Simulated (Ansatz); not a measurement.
**Reading a saddle point**

A first-order saddle point of BNH₅F, closed shell, PBE0-D4/def2-TZVP, with one imaginary mode of 726i cm⁻¹:

B1  (0.353, 0.291, 0.589)
N2  (-0.321, -0.720, -0.301)
H3  (1.545, 0.255, 0.630)
H4  (-0.290, 0.708, 1.504)
H5  (-0.338, 0.504, -0.971)
F6  (0.027, 1.483, -0.711)
H7  (-1.221, -1.080, -0.021)
H8  (0.245, -1.442, -0.719)
(Å)

Ansatz 0.2.0; basis: def2-TZVPP and def2-QZVPP; cores frozen in the correlated methods. Extrapolation: Hartree–Fock as exp(−7.88 √X), correlation as X^−2.97.

Task: Which contacts change along the imaginary mode, and what lies on either side? (Judge from chemistry; the calculation decides.)

Result: Computed: The step is BNH₄ ([BH2][NH2]) + HF → BH₂F ([BH2][F]) + NH₃ (still joined by a long B–N bond), with the molecules in contact on both sides. Shortening one way: B1–F6, N2–H5; lengthening the same way: B1–N2, H5–F6.
```tsv
pair	one side (Å)	saddle (Å)	other side (Å)
B1–F6	3.36	1.79	1.40
N2–H5	1.90	1.40	1.02
B1–N2	1.40	1.51	1.66
H5–F6	0.94	1.08	2.61
```

Task: Which side is lower, and how far does the saddle lie above each? (To be estimated.)

Result: Computed: The side with B1–F6, N2–H5 short is lower by 0.716 eV; the saddle lies 1.443 eV above it and 0.727 eV above the other (CCSD(T) at an estimated basis limit (MP2 extrapolated from triple and quadruple zeta, plus CCSD(T) − MP2 in triple zeta); electronic energies).

The T1 diagnostic stays at or below 0.013.

Steps of this kind, hydrogen fluoride cutting a network bond, underlie vapour etching and the fluorination step of atomic layer etching.

Labels in which every atom is bracketed show which atoms are joined, not bond orders.

For scale, one of the runs: CCSD(T)/def2-TZVPP, 163 basis functions, launched by `ansatz run in.yaml --threads 2 --pin off --events-out ev --progress --plain --max-ram 4352MiB`. Hardware: 2 CPU threads of an Arm Neoverse V2, shared host. Wall time 21 s; peak host memory 1.3 GiB.
